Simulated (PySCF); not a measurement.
Species: N-methylacetamide, C₃H₇NO.
Bonds: C1–N2, N2–C3, C3–C4, C3–O5 (double). Hydrogens: H6, H7, H8 on C1; H9 on N2; H10, H11, H12 on C4.

Computed, not measured: PBE0-D3(BJ)/def2-TZVP geometry optimisation, gas phase (PySCF).

Task: List the bond lengths, angles and torsions at this level.

Result: 
| bond | length (Å) | order |
| --- | --- | --- |
| C1–N2 | 1.439 | single |
| N2–C3 | 1.358 | single |
| C3–C4 | 1.510 | single |
| C3=O5 | 1.215 | double |
| C1–H6, C1–H7, C1–H8 | 1.092 | single |
| N2–H9 | 1.004 | single |
| C4–H10, C4–H11, C4–H12 | 1.091 | single |

Bonds in one row agree within 0.01 Å and their mean is given. Orders are formal, as drawn. A selection of angles:
| angle | degrees |
| --- | --- |
| N2–C1–H6 | 111.5 |
| N2–C1–H8 | 107.4 |
| H6–C1–H7 | 108.8 |
| C1–N2–C3 | 122.7 |
| C1–N2–H9 | 119.0 |
| C3–N2–H9 | 118.2 |
| N2–C3–C4 | 114.4 |
| N2–C3–O5 | 122.9 |
| C4–C3–O5 | 122.6 |
| C3–C4–H10 | 111.1 |
| C3–C4–H11 | 108.7 |
| H10–C4–H11 | 109.3 |
| H10–C4–H12 | 108.0 |

Dihedral angles: C1–N2–C3–C4 180° (antiperiplanar). The mirror-image conformer, all signs reversed, is as good.

N2 (amide nitrogen) is planar (angles 122.7°, 119.0° and 118.2°, sum 360.0°, 0.00 Å off the plane of its three neighbours). The 5 heavy atoms lie in one plane (0.002 Å rms). Of the pairs four or more bonds apart, O5···H8 is among the closest relative to their van der Waals radii: 2.34 Å, 86 % of the sum of Bondi's values. The 2 C–N bonds span 1.358 Å (N2–C3, drawn single) to 1.439 Å (C1–N2, drawn single), a spread of 0.081 Å.

Point group: near Cs, missed by 0.12 Å at most; the miss may be what the optimiser left on a soft mode. PBE0-D3(BJ)/def2-TZVP frequencies: not computed here. The numbers are those of one conformer.
